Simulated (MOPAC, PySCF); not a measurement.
CH2O, SMILES `C=O`, neutral singlet in the gas phase. 

Cartesian coordinates (Å):
SMILES: O=C
```xyz
4

C     -0.0048     0.0004    -0.0002
O      1.1857    -0.0994     0.0408
H     -0.6687    -0.8873    -0.0266
H     -0.5121     0.9862    -0.0140
```
Charge 0, multiplicity 1.

All levels are single points at this geometry (PBE0-D3(BJ)/def2-TZVP); Pople sets use spherical d functions. Orbital energies aren't observables, and empty levels follow the basis.

AM1 in MOPAC gives gap (eV) = 11.70.

Question: Estimate the gap (eV) from each of these levels: TPSSh-D3(BJ)/def2-TZVP in PySCF; B3LYP/3-21G in PySCF; HF/3-21G in PySCF; HF/STO-3G in PySCF; PM7 in MOPAC.

Answer: 
| level | gap (eV) |
|---|---|
| TPSSh-D3(BJ)/def2-TZVP in PySCF | 5.18 |
| B3LYP/3-21G in PySCF | 6.18 |
| HF/3-21G in PySCF | 15.78 |
| HF/STO-3G in PySCF | 17.49 |
| PM7 in MOPAC | 10.79 |
